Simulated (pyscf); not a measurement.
PySCF, gas phase, ωB97X-D3(BJ)/def2-SVP geometries.

### Question
PBE/def2-TZVP puts the barrier of H₃C–SnH₂–F + hydrogen (H₂) -> H₃C–SnH₃ + hydrogen fluoride (HF) (four-centre exchange; singlet surface; F–Sn, H–H broken, H–Sn, F–H formed) at 1.33 eV and the reaction energy at +0.52 eV, from the separated reactants. What do r²SCAN/def2-TZVP, M06-2X/def2-TZVP, ωB97M-D3(BJ)/def2-TZVP give on the same structures?

### Answer
r²SCAN: ΔE‡ = 1.44 eV, ΔE = +0.58 eV; M06-2X: ΔE‡ = 1.66 eV, ΔE = +0.70 eV; ωB97M-D3(BJ): ΔE‡ = 1.55 eV, ΔE = +0.47 eV. PBE's barrier lies under all of them, by 0.11 to 0.33 eV. Its reaction energy lies among theirs. At the saddle there is also a short H–Sn contact that neither side keeps. One saddle was located; it need not be the lowest between these sides. Elements past Kr carry the def2 core potentials, without spin-orbit coupling.
